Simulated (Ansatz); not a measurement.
# How basis sets differ on SiS (SMILES [Si-]#[S+])

SiS, singlet, SMILES `[Si-]#[S+]`. Each level relaxes the structure for itself.

Each level gives the harmonic wavenumber (cm⁻¹). The values are calculated.

**What was measured.** Huber and Herzberg, Constants of Diatomic Molecules gives the harmonic wavenumber of the gas as 750 cm⁻¹.

```json
{"level": "HF/STO-3G", "kind": "Hartree–Fock", "program": "Ansatz", "value (cm⁻¹)": "977", "computed − measured": "+227"}
{"level": "HF/3-21G", "kind": "Hartree–Fock", "program": "Ansatz", "value (cm⁻¹)": "720", "computed − measured": "-30"}
{"level": "HF/6-31G* (Cartesian functions)", "kind": "Hartree–Fock", "program": "Ansatz", "value (cm⁻¹)": "814", "computed − measured": "+64"}
{"level": "HF/6-311G** (Cartesian d past Ne)", "kind": "Hartree–Fock", "program": "Ansatz", "value (cm⁻¹)": "812", "computed − measured": "+62"}
{"level": "HF/cc-pVTZ", "kind": "Hartree–Fock", "program": "Ansatz", "value (cm⁻¹)": "814", "computed − measured": "+64"}
```

Nearest: HF/3-21G (-30 cm⁻¹); farthest: HF/STO-3G (+227 cm⁻¹). Harmonic and unscaled. Without the sets that lack polarisation functions the rows with a basis span only 812 to 814 cm⁻¹.
